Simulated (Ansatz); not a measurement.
Relaxation of C$_{3}$H$_{8}$FN (13 atoms, charge 0, multiplicity 1), to a largest force component of 0.015 eV/Å in at most 40 steps.

These are results of RKS B3LYP-D4/STO-3G (Ansatz 0.2.0), not measurements.

```xyz
13
Properties=species:S:1:pos:R:3
C -1.677 0.206 -0.735
N -0.560 -0.529 -0.355
C 0.356 0.309 0.359
C 1.651 -0.505 0.834
F 0.845 1.253 -0.500
H -1.458 1.105 -1.399
H -2.232 0.635 0.134
H -2.380 -0.374 -1.304
H -0.080 -0.826 -1.158
H -0.077 0.803 1.254
H 1.261 -1.311 1.545
H 2.121 -0.957 0.005
H 2.250 0.155 1.335
```

Problem. Where does it end, and by what steps?

Solution. The forces met the threshold. Limits of this set-up: minimal basis. After 6 steps the energy has fallen by 1.070 eV; H13 moved furthest, 0.14 Å.

| step | energy less start (eV) | largest force component (eV/Å) | accepted |
| --- | --- | --- | --- |
| 0 | 0.0000 | 5.112 | yes |
| 1 | -0.9569 | 1.413 | yes |
| 2 | -1.0496 | 0.432 | yes |
| 3 | -1.0649 | 0.171 | yes |
| 4 | -1.0697 | 0.090 | yes |
| 5 | -1.0701 | 0.038 | yes |
| 6 | -1.0702 | 0.013 | yes |

```xyz
13
Properties=species:S:1:pos:R:3
C -1.758 0.257 -0.785
N -0.591 -0.571 -0.282
C 0.425 0.346 0.385
C 1.652 -0.515 0.851
F 0.851 1.390 -0.468
H -1.457 1.109 -1.428
H -2.308 0.656 0.085
H -2.433 -0.401 -1.358
H -0.104 -0.925 -1.158
H -0.088 0.786 1.280
H 1.307 -1.300 1.540
H 2.139 -0.987 -0.015
H 2.386 0.122 1.368
```

Time of the run: 17 s on 1 thread of Arm Neoverse V2, on a shared host, peak memory 0.12 GiB.
